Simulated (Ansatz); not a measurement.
Process, species as SMILES: [OH] (OH) → H atom + O atom
B3LYP-D3(BJ)/def2-TZVP geometries, fixed; electronic energies without zero-point terms.

Basis-set convergence of the atomisation energy at B2PLYP with Ansatz (a first-principles code). All functions are spherical. Cores are frozen. Open shells are unrestricted. No added dispersion term, no relativity. Functions are those of the species that has most. Reference: the value in aug-cc-pV5Z, 107.25 kcal/mol, itself unsure by roughly 0.09 kcal/mol (its mean distance from pcseg-4, aug-pcseg-3, aug-cc-pVQZ). Deviations are taken from unrounded values.

```
basis            functions  atomisation energy (kcal/mol)  minus reference (kcal/mol)
---------------  ---------  -----------------------------  --------------------------
cc-pVDZ                 19                          98.67                       -8.58
aug-cc-pVDZ             32                         104.04                       -3.20
aug-pcseg-1             32                         104.51                       -2.73
cc-pVTZ                 44                         104.89                       -2.35
jun-cc-pV(T+d)Z         53                         106.27                       -0.98
aug-cc-pVTZ             69                         106.41                       -0.83
aug-pcseg-2             69                         106.57                       -0.68
cc-pVQZ                 85                         106.46                       -0.79
aug-cc-pVQZ            126                         107.09                       -0.16
aug-pcseg-3            134                         107.13                       -0.11
cc-pV5Z                146                         107.06                       -0.18
aug-cc-pV5Z            207                         107.25                        0.00
```

The smallest set listed that lies within 2 kcal/mol of the reference with all its larger relatives (same family, alike in diffuse functions; a set with none counts only in the reference's own line) is jun-cc-pV(T+d)Z (53 functions, -0.98 kcal/mol off).
